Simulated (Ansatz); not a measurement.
Input file for Ansatz (a quantum-chemistry and plane-wave program): U-MP2/cc-pVTZ on C2H3O (SMILES C[C]=O), 2S+1 = 2, atoms moved off the minimum.

Ansatz 0.2 input:
```yaml
crystal:
  periodic: [false, false, false]
  atoms:
    - {symbol: C, position_ang: [-1.12824674, 0.12566242, 0.08736351]}
    - {symbol: C, position_ang: [0.29743552, -0.27067390, 0.20294161]}
    - {symbol: O, position_ang: [1.14773662, 0.12320092, -0.23075950]}
    - {symbol: H, position_ang: [-1.52313641, 0.35612437, 1.11743999]}
    - {symbol: H, position_ang: [-1.78878526, -0.66268344, -0.40636868]}
    - {symbol: H, position_ang: [-1.19900047, 0.98787243, -0.48918961]}
basis:
  gaussian:
    orbitals: cc-pVTZ
magnetization: {spin_polarized: true, initial_magnetization: 1}
correlation: {method: mp2, electrons: outside_noble_gas}
scf: {omitted_lower_state_checks: [cluster_reference]}
output: {forces: true}
```

Program output:

```
Functional definition: HF
[...]
these checks for a lower state are left out or cut short: cluster_reference
integrals: 0.11 GiB planned
762 factors; integrals over basis functions are off by at most 1.0e-3 eV
mean field: 0.31 GiB planned
mean field evaluation 1: about -4142.2468 eV, gradient 2.2e1 eV
mean field evaluation 2: about -4142.2485 eV, gradient 2.2e1 eV
mean field evaluation 4: about -4144.4451 eV, gradient 3.0e0 eV
mean field evaluation 8: about -4144.5183 eV, gradient 1.7e-1 eV
mean field -4144.51920785 eV, -152.3082716325 hartree, gradient 2.9e-6 eV, S^2 0.759128; 0 other end points of the search recorded, 0 dependent functions left out
3 core orbitals not correlated
reference -4144.51920785 eV, -152.3082716325 hartree; 9, 8 occupied and 120, 121 virtual orbitals, 762 factors
densities: 0.39 GiB planned
second order -14.19932856 eV of doubles, -0.00000000 eV of singles
the calculation of the forces begins
Total energy: -4158.71853641 eV, -152.8300873325 hartree
Atom 0 at    -1.128247     0.125662     0.087364 Å, force    -2.488958    -1.415641     1.217969 eV/Å
Atom 1 at     0.297436    -0.270674     0.202942 Å, force   -18.589005   -10.007708    10.255735 eV/Å
Atom 2 at     1.147737     0.123201    -0.230760 Å, force    19.734030     9.278433   -10.133252 eV/Å
Atom 3 at    -1.523136     0.356124     1.117440 Å, force     0.352808    -0.480526    -1.139134 eV/Å
Atom 4 at    -1.788785    -0.662683    -0.406369 Å, force     1.151741     0.847711     0.951771 eV/Å
Atom 5 at    -1.199000     0.987872    -0.489190 Å, force    -0.160616     1.777731    -1.153089 eV/Å
Dipole moment:    -0.356680     0.069074    -0.008673 e Å
Checks for a lower state left out: cluster_reference
```

The calculation finished and met its thresholds.

Cost: about 5 core-seconds (a rough figure).
